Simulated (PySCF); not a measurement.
Homolysis of single bonds, series In OH-SH. All species are isolated molecules in the gas phase. One relaxed conformer stands for each flexible species; it need not be the lowest. Strings in code marks are SMILES.

The highest occupied spin orbital from two functionals at the same geometries (PBE0-D3(BJ)/def2-TZVP), both in PySCF: PBE-D3(BJ)/def2-TZVP and ωB97X-D3(BJ)/def2-TZVP. 

```json
[
 {"species": "radical fragment (`[OH]`)", "PBE-D3(BJ)/def2-TZVP (eV)": "-7.16"},
 {"species": "radical fragment (`[OH][In][SH]` (H–O–In–S torsion -180°, O–In–S–H torsion 0°))", "PBE-D3(BJ)/def2-TZVP (eV)": "-5.30"},
 {"species": "radical fragment (`[SH]`)", "PBE-D3(BJ)/def2-TZVP (eV)": "-6.12"},
 {"species": "radical fragment (`[SH][In][SH]` (H–S–In–S torsion 2°, S–In–S–H torsion 2°))", "PBE-D3(BJ)/def2-TZVP (eV)": "-5.36"}
]
```

Task: What does ωB97X-D3(BJ)/def2-TZVP give for each?

Result: 
- radical fragment (`[OH]`): -11.83
- radical fragment (`[OH][In][SH]` (H–O–In–S torsion -180°, O–In–S–H torsion 0°)): -8.44
- radical fragment (`[SH]`): -9.95
- radical fragment (`[SH][In][SH]` (H–S–In–S torsion 2°, S–In–S–H torsion 2°)): -8.38
Over these rows, drawn at random from the members with no instability flagged (it was tested for open shells, ions and some series alone), PBE minus ωB97X-D3(BJ): mean +3.67 eV, from +3.02 eV to +4.67 eV.
